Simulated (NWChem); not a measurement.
hydrogen peroxide (H2O2); SMILES OO

Program: NWChem. Geometry: optimised at PBE0/def2-SVP.

### Question
Taking CAM-B3LYP/def2-QZVP as the yardstick, which of these has the fewest basis functions while keeping “highest occupied level (eV)” within 0.05 eV of it: CAM-B3LYP/def2-TZVPP; CAM-B3LYP/3-21G; CAM-B3LYP/pcseg-1; CAM-B3LYP/pcseg-2; CAM-B3LYP/aug-pcseg-1?

### Answer
CAM-B3LYP/pcseg-2 (a larger set in the list lies outside the tolerance).
| level | basis functions | highest occupied level (eV) |
|---|---|---|
| CAM-B3LYP/3-21G | 22 | -8.35 |
| CAM-B3LYP/pcseg-1 | 38 | -9.45 |
| CAM-B3LYP/aug-pcseg-1 | 64 | -9.79 |
| CAM-B3LYP/pcseg-2 | 88 | -9.71 |
| CAM-B3LYP/def2-TZVPP | 90 | -9.62 |
| CAM-B3LYP/def2-QZVP | 174 | -9.70 |

The yardstick is one finite set, not the basis-set limit.
